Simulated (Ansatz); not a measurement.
Cartesian coordinates in Å:
```
N -0.549 0.277 1.835
C -0.166 0.096 0.659
C -0.384 -0.295 -0.749
F -1.102 0.438 -1.638
C 0.968 0.179 -0.272
F 2.021 -0.674 -0.269
H -1.562 0.154 1.910
H -0.470 -1.368 -0.917
H 1.243 1.193 -0.559
```

Charge 0, multiplicity 1.

List the PBE0/def2-TZVPP orbital energies in eV (Ansatz 0.2.0). (Estimate.)

Computed: Occupied: -674.57, -674.47, -392.18, -281.22, -281.13, -280.49, -34.47, -34.31, -26.65, -24.40, -18.33, -16.97, -15.90, -15.57, -14.17, -13.95, -13.47, -12.33, -11.55, -11.00, -10.13, -9.06, -7.77. Lowest empty: -1.80, 1.22, 2.05, 2.13, 3.02, 3.31, 4.19, 4.52.
